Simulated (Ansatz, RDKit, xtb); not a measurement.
**C4H10N2: ranking a sample of isomers**

Which of a sample of isomers of C4H10N2 is the most stable in the gas at 298.15 K, and what are its properties? The sample is small against all isomers, and the most stable one of this formula need not be in it.

Plan: many cheap relaxations first (GFN2-xTB), then density-functional screening, relaxation at PBE0-D3(BJ)/def2-SVP, vibrations (at GFN2-xTB) and a final energy. The numbers are computed, not measured.

### 1 Candidates

Isomers were taken from a list of plausible structures; this is a sample, not all of them. That gives 5 candidates.

| label | SMILES | spin |
| --- | --- | --- |
| c021 | N[C@H]1C[C@H](N)C1 | singlet |
| c056 | N[C@@H]1CC[C@@H]1N | singlet |
| c359 | N[C@@H]1CC[C@H]1N | singlet |
| c615 | NC1(N)CCC1 | singlet |
| c863 | N[C@H]1C[C@@H](N)C1 | singlet |

Candidates are built by distance geometry, with a force field where one applies, in up to four conformers (letters a to d).

**Question.** With final energies at CCSD(T)/def2-SVP + MP2/def2-TZVPP - MP2/def2-SVP, which structure will this search put lowest in free energy, and by what margin?

| quantity | value |
| --- | --- |
| lowest structure found | NC1(N)CCC1, singlet |
| next finalist | N[C@@H]1CC[C@@H]1N, singlet, 2.3 kcal/mol higher in G |
| share at equilibrium, among the finalists | 97.5 % |

The lowest structure found is `NC1(N)CCC1`. The margin, 2.3 kcal/mol, is modest. GFN2-xTB, HF/STO-3G, r2SCAN-D4/def2-SVP, PBE0-D3(BJ)/def2-SVP, HF/def2-SVP and MP2/def2-SVP already put its bonding pattern lowest among the structures in one piece. The search is not exhaustive (a finite list of starts, one conformer a finalist), so a lower isomer can't be ruled out. Only 5 drawn patterns were tried, so whole families of isomers are missing, and the result ranks this sample alone.
